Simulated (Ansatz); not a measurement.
[PH4]+ (phosphonium): the vertical ionisation energy from total energies

[PH4]+: 5 atoms, total charge +1, spin state singlet. As SMILES, `[PH4+]`. The shape is that of a GFN2-xTB optimisation.

Both states at this one shape; open shells run unrestricted unless said. 1 Eh = 27.2114 eV.

```
                             level  program  singlet [PH4]+ (Eh)  doublet [PH4]2+ (Eh)
                      r2SCAN/6-31G   Ansatz          -343.351024           -342.524910
                       HSE06/3-21G   Ansatz          -341.523293           -340.692842
CCSD/6-31G, 5 core orbitals frozen   Ansatz          -342.785092           -341.966347
```

Q: Work out the vertical ionisation energy at each level.

A: 
1. r2SCAN/6-31G: -342.524910 − (-343.351024) = 0.826114 Eh = 22.48 eV.
2. HSE06/3-21G: -340.692842 − (-341.523293) = 0.830451 Eh = 22.60 eV.
3. CCSD/6-31G: -341.966347 − (-342.785092) = 0.818745 Eh = 22.28 eV.

No measured value is set beside it here; the levels span 22.28 to 22.60 eV.
